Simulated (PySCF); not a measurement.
**Neon: a sound run and one with changed settings**

Sound run: Ne [Ne], Ne⁺ [He] 2s2 2p5. Calculation: PySCF 2.14, in cc-pVTZ (4s3p2d1f, 30 functions); no relativity, point nucleus. In the sound run the correlated levels freeze 1s2. The sound run starts from symmetry-adapted Hartree-Fock orbitals and uses a fine grid where one is needed.

Changed run: a valence shell is frozen. This setting is unsound on purpose.

| species | method | sound run (hartree) | changed run (hartree) | converged |
| --- | --- | --- | --- | --- |
| Ne | MP2 | -128.79618 | -128.72106 | yes |
| Ne | CCSD(T) | -128.80245 | -128.72379 | yes |
| Ne⁺ | MP2 | -128.00571 | -127.93090 | yes |
| Ne⁺ | CCSD(T) | -128.01972 | -127.93754 | yes |

Ionisation energy of Ne:

```json
{"method": "UHF", "sound run (eV)": "19.673", "changed run (eV)": "19.673"}
{"method": "MP2", "sound run (eV)": "21.510", "changed run (eV)": "21.501"}
{"method": "SCS-MP2", "sound run (eV)": "21.365", "changed run (eV)": "21.400"}
{"method": "CCSD", "sound run (eV)": "21.252", "changed run (eV)": "21.345"}
{"method": "CCSD(T)", "sound run (eV)": "21.299", "changed run (eV)": "21.395"}
```

Freezing a valence shell removes pair correlation that changes on ionisation.

For comparison, NIST gives 21.565 eV between the lowest levels.
